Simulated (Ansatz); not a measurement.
A calculation with Ansatz (development build ahead of 0.2.0).

```yaml
crystal:
  periodic: [false, false, false]
  atoms:
    - { symbol: C, position_ang: [0.1223, 0.2231, 1.1203] }
    - { symbol: S, position_ang: [-0.014, -0.0811, -0.661] }
    - { symbol: H, position_ang: [0.9389, 0.9474, 1.2464] }
    - { symbol: H, position_ang: [-0.796, 0.6634, 1.5335] }
    - { symbol: H, position_ang: [0.3823, -0.6896, 1.6744] }
    - { symbol: H, position_ang: [-1.0342, -0.9631, -0.5998] }
basis:
  gaussian: { orbitals: def2-SVP }
magnetization:
  spin_polarized: true
  initial_magnetization: 2
hamiltonian:
  xc: hf
correlation:
  method: mp2
  frozen_orbitals: { C: 1, H: 0, S: 5 }
output:
  forces: true
```

The input is written out in the form of the current development build from the run's settings.

The run gave:

```yaml
Converged: yes
Reference_energy: -437.36920 hartree
Correlation_energy: -0.26857 hartree
Total_energy: -437.63777 hartree
Spin_squared_of_the_determinant: 2.023
Stability_test: minimum
```

Forces (eV/Å):
| atom | Fx | Fy | Fz |
| --- | --- | --- | --- |
| C1 | -0.202 | -0.118 | 0.518 |
| S2 | 4.867 | 4.010 | -2.186 |
| H3 | -0.097 | -0.117 | -0.309 |
| H4 | -0.403 | -0.200 | -0.024 |
| H5 | -0.251 | -0.376 | -0.004 |
| H6 | -3.915 | -3.200 | 2.005 |

Caution: another spin multiplicity may lie lower.
